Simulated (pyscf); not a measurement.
Structures and frequencies: ωB97X-D3(BJ)/def2-SVP in PySCF.

Problem. Estimate the classical barrier height and the reaction energy of water (H₂O) + germylene (GeH₂) [singlet] + hydrogen fluoride (HF) -> HO–GeH₃ + hydrogen fluoride (HF) at PBE/def2-TZVP. The step runs on the singlet surface, breaks H–O, F–H and forms Ge–O, Ge–H, F–H; take the separated reactants as zero.

Solution. ΔE‡ = -25.5 kcal/mol, ΔE = -43.4 kcal/mol. CCSD(T)/def2-TZVPP + ΔMP2(QZVPP) gives -12.7 kcal/mol and -44.9 kcal/mol. Zero-point energy shifts the barrier by +3.2 kcal/mol. It is a multi-bond step, with an imaginary mode of 1326i cm⁻¹. On the reactant side the descent ends in an adduct with a Ge–O contact, 28.7 kcal/mol under the separated species and 9.8 kcal/mol under the saddle at ωB97X-D3(BJ)/def2-TZVP. On the product side the descent ends in a bound adduct, 9.9 kcal/mol under the separated species and 39.3 kcal/mol under the saddle at ωB97X-D3(BJ)/def2-TZVP. At PBE the saddle lies under the separated reactants, which points to a path from their complex (located at ωB97X-D3(BJ) alone). What is counted as formed (Ge–O) is already present as a longer contact in the reactant adduct; forming that adduct is a step of its own. At ωB97X-D3(BJ)/def2-TZVP the barrier from the zero used here is -18.8 kcal/mol. This is the saddle that the search found; another between the same sides may lie lower. The CCSD(T) − MP2 part came from Ansatz, without density fitting, on the same reference. The frozen core leaves the outer d or s,p core shells of the metals and heavy elements correlated in the MP2 and CC values, and def2-TZVPP describes them poorly, which can shift differences by a few kcal/mol. Elements up to Kr have no core potential and no relativistic terms here.
